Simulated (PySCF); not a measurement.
**Li: ionisation energy**

Li [He] 2s1 (2S) → Li⁺ 1s2 (1S), as a difference of total energies. All numbers are calculated (PySCF 2.14, no relativity, point nucleus, in dyall-acv3z (15s9p3d, 57 functions)). Correlated levels: valence and next inner shell: nothing frozen; virtual orbitals above 40 to 60 times the deepest correlated orbital energy dropped. The calculations carry no spin-orbit coupling.

| method | ionisation energy (eV) | error (eV) |
| --- | --- | --- |
| UHF | 5.343 | -0.049 |
| LDA | 5.473 | +0.081 |
| PBE | 5.589 | +0.197 |
| PBE0 | 5.571 | +0.179 |
| r2SCAN | 5.392 | 0.000 |
| revPBE | 5.607 | +0.215 |
| wB97X | 5.313 | -0.079 |
| M06-2X | 5.434 | +0.042 |
| MP2 (valence and next inner shell) | 5.379 | -0.013 |
| SCS-MP2 (valence and next inner shell) | 5.375 | -0.017 |

Reference: 5.392 eV (measured; NIST Atomic Spectra Database, ionization energies).

Errors of the correlated levels include the incompleteness of this basis.
